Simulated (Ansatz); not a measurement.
Mulliken charges of C2H4O2, SMILES `O=CCO` from ωB97M-V/def2-TZVPP in Ansatz (PBE0-D4/def2-TZVP geometry).

| atom | x (Å) | y (Å) | z (Å) | charge (e) |
| --- | --- | --- | --- | --- |
| O1 | -0.677 | -0.185 | -1.578 | -0.296 |
| C2 | 0.186 | 0.292 | -0.890 | 0.113 |
| C3 | 0.245 | 0.041 | 0.585 | 0.072 |
| O4 | -0.788 | -0.777 | 1.017 | -0.335 |
| H5 | 0.978 | 0.939 | -1.316 | 0.090 |
| H6 | 1.231 | -0.397 | 0.808 | 0.081 |
| H7 | 0.225 | 1.020 | 1.090 | 0.081 |
| H8 | -1.307 | -0.990 | 0.228 | 0.194 |

Task: By hand: the dipole of these point charges (1 e Å = 4.8032 D).

Result: Σ q r = (0.455, 0.294, 0.147) e Å, of length 0.561 e Å = 2.69 D.

Task: How does the dipole of the full density compare? (Estimate.)

Result: Computed: (0.410, 0.287, 0.020) e Å, 2.41 D; the point charges give 1.12 times that, at 13° from its direction.

Point charges leave out the atoms' own dipoles, such as those of lone pairs, and Mulliken's split depends on the basis, so the close match here is no proof of good charges.
